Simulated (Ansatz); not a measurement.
**Iron, bcc: convergence with Gaussian smearing**

Computed with Ansatz, LDA, scalar-relativistic PAW, on the relaxed cell (a = 2.749 Å; ferromagnetic, net 1.99 μB per atom). Errors count from a run at 420 eV on a Γ-centred 26×26×26 mesh with Fermi-Dirac smearing of 0.05 eV, extrapolated to zero width. Fixed here: cutoff 420 eV, mesh 16×16×16.

| width (eV) | E(σ→0) error (meV/atom) | F error (meV/atom) | P (GPa) | sphere moment (μB) | SCF iterations |
| --- | --- | --- | --- | --- | --- |
| 0.01 | 1.2 | 1.2 | -0.56 | 1.94 | 12 |
| 0.03 | 1.2 | 0.9 | -0.16 | 1.96 | 13 |
| 0.1 | 1.0 | -1.8 | 0.05 | 1.97 | 12 |
| 0.2 | 0.4 | -9.7 | 0.22 | 1.98 | 12 |
| 0.3 | 0.4 | -22.3 | 0.31 | 1.97 | 10 |
| 0.6 | 13.1 | -97.3 | -0.54 | 1.83 | 14 |
| 1.0 | 106.9 | -338.6 | -3.62 | 1.10 | 16 |
